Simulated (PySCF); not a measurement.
```xyz
6

C     -0.4833     0.0061    -0.0123
C      0.9338    -0.0117     0.0237
O      2.0593    -0.0260     0.0524
H     -0.8258    -0.6964    -0.7954
H     -0.8659    -0.3063     0.9777
H     -0.8180     1.0344    -0.2461
```

Charge 1, multiplicity 1.

**Question.** Give the Mulliken and meta-Löwdin atomic charges from PySCF with PBE-D3(BJ)/def2-TZVP.

**Answer.** 
| atom | Mulliken (e) | meta-Löwdin (e) |
|---|---|---|
| C1 | -0.21 | -0.37 |
| C2 | 0.26 | 0.61 |
| O3 | 0.19 | 0.03 |
| H4 | 0.25 | 0.25 |
| H5 | 0.25 | 0.25 |
| H6 | 0.25 | 0.25 |
